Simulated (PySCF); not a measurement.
Choosing a basis for TDDFT

Species: 3-amino-1-propanol, C3H9NO.
Bonds: N1–C2, C2–C3, C3–C4, C4–O5. Hydrogens: H6, H7 on N1; H8, H9 on C2; H10, H11 on C3; H12, H13 on C4; H14 on O5.

TDDFT with PBE0 (PySCF), vertical singlets, core orbitals frozen in the response, spherical d and f functions. Geometry: PBE0-D3(BJ)/def2-SVP, one conformer, isolated molecule.

```json
{"basis": "6-31G*", "functions": "88", "diffuse": "no", "S1 (eV)": "7.57", "S2 (eV)": "7.88", "S3 (eV)": "8.85", "S4 (eV)": "8.95", "S5 (eV)": "9.14", "LUMO (eV)": "2.23", "α (au)": "43.4"}
{"basis": "def2-SVP", "functions": "115", "diffuse": "no", "S1 (eV)": "7.01", "S2 (eV)": "7.32", "S3 (eV)": "8.05", "S4 (eV)": "8.19", "S5 (eV)": "8.30", "LUMO (eV)": "1.47", "α (au)": "44.8"}
{"basis": "def2-SVPD", "functions": "175", "diffuse": "yes", "S1 (eV)": "6.43", "S2 (eV)": "6.81", "S3 (eV)": "7.33", "S4 (eV)": "7.49", "S5 (eV)": "7.53", "LUMO (eV)": "0.51", "α (au)": "53.2"}
{"basis": "def2-TZVP", "functions": "209", "diffuse": "no", "S1 (eV)": "6.57", "S2 (eV)": "6.98", "S3 (eV)": "7.66", "S4 (eV)": "7.78", "S5 (eV)": "7.90", "LUMO (eV)": "0.81", "α (au)": "50.8"}
```

Task: How much do these states and the polarisability depend on the basis?

Result: States are compared by their number. Against the only diffuse basis here (def2-SVPD, itself not a converged limit), sets without diffuse functions differ by up to 1.14 eV in S1 and 1.61 eV in S5. S1 is led by HOMO-1→LUMO (53%) in 6-31G* and by HOMO→LUMO (66%) in def2-SVPD. S1 is led by HOMO-1→LUMO (52%) in def2-SVP and by HOMO→LUMO (66%) in def2-SVPD. State by state, the largest deviation of a set without diffuse functions is S1 1.14, S2 1.07, S3 1.52, S4 1.45, S5 1.61 eV. The same number needn't mean the same state in each row. Against def2-SVPD the polarisability deviates by -18% in 6-31G*, -16% in def2-SVP, -4% in def2-TZVP.
